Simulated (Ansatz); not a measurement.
Take GaSb in the zinc blende structure (space group F-43m, No. 216; a = 6.111 Å) as the base.

The values are results of PBEsol (Ansatz, a program for electronic structure, PAW, scalar-relativistic without spin-orbit coupling), not measurements.

The change: every Sb is replaced by P; the structure is relaxed again.

Measured lattice parameter a: GaSb 6.0959 Å (room temperature; as listed in I. Vurgaftman, J. R. Meyer, L. R. Ram-Mohan, Journal of Applied Physics (2001)); GaP 5.439 Å (static lattice; corrected from measurement; as listed in Daniel Mejia-Rodriguez, S. B. Trickey, Phys. Rev. B (2018)).

**Question.** How well does PBEsol reproduce the measured shift?

**Answer.** With PBEsol the lattice parameter a moves by -0.673 Å (6.111 → 5.438) against -0.657 Å measured. The two measured values stand on different bases (one corrected, one not), which blurs small differences.

With Sb present, leaving out spin-orbit coupling can change the band edges. Whether these cells are dynamically stable was not tested. The final runs are not spin-polarised.
